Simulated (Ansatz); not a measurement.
1T (CdI2-type) CdI₂ was calculated with PBE-D3(BJ) (Ansatz, a first-principles code, PAW).

Settings: plane-wave cutoff 520 eV, 12×12×6 k mesh (along the axes of the cell as run), Fermi–Dirac smearing 0.01 eV, scalar-relativistic PAW data made under PBE.

A third-order Birch–Murnaghan fit to the energies gives V0 = 35.451 Å³/atom, B0 = 16.3 GPa, B′ = 9.8.

```json
[
 {"V (Å³/atom)": "34.041", "P (GPa)": "?"},
 {"V (Å³/atom)": "34.750", "P (GPa)": "?"},
 {"V (Å³/atom)": "35.459", "P (GPa)": "-0.005"},
 {"V (Å³/atom)": "36.168", "P (GPa)": "?"},
 {"V (Å³/atom)": "36.877", "P (GPa)": "-0.527"}
]
```

Estimate the withheld pressures from this fit; the answers are the runs' own values.


- 34.041, P (GPa): 0.805
- 34.750, P (GPa): 0.368
- 36.168, P (GPa): -0.297

The formula P = (3/2) B0 (x^(7/3) − x^(5/3)) [1 + (3/4)(B′ − 4)(x^(2/3) − 1)] with x = V0/V meets the computed pressures within 0.01 GPa when these rounded values are put in.

Shape and atoms are relaxed at each volume.

Note: the bulk modulus comes from volumes at which shape and atoms were relaxed.

Spin–orbit coupling is not included.

The computed numbers hold no vibrational or temperature effects.

It cost very roughly 10 core-minutes of CPU time.
